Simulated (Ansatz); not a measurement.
Reactions of C₂H₃N, SMILES `C=C=N`.

Calculated with Ansatz (gas phase, PBE0-D4/def2-TZVP geometries, no zero-point term in ΔE). CCSD(T)/CBS is the MP2 limit (def2-TZVPP, def2-QZVPP) plus CCSD(T) − MP2 in def2-TZVPP, frozen cores. Small cases extrapolate CCSD(T) itself. Functionals use def2-TZVPP. Open shells (•) are unrestricted, without spin–orbit coupling. Spin–orbit coupling would lower the free atoms: a little for C. One conformer a species, not always the lowest.

```tsv
reaction	CCSD(T)/CBS(def2) (kJ/mol)
`C=C=N` → `C1=NC1`	83
`C=C=N` → `[C-]#[N+]C`	?
`C=C=N` → 2 C• + 3 H• + N•	2451
`C=C=N` → acetonitrile	?
`C=C=N` → `C1=CN1`	221
`C=C=N` → `C#CN`	57
```

Fill in the missing values. (An estimate is asked.)

The calculation gave: `C=C=N` → `[C-]#[N+]C`: -14.7 kJ/mol; `C=C=N` → acetonitrile: -116.0 kJ/mol.

Largest T1 diagnostic: 0.015, for `C=C=N`.

Extrapolated directly: `C=C=N` → `[C-]#[N+]C`; `C=C=N` → 2 C• + 3 H• + N•; `C=C=N` → acetonitrile; `C=C=N` → `C#CN`.
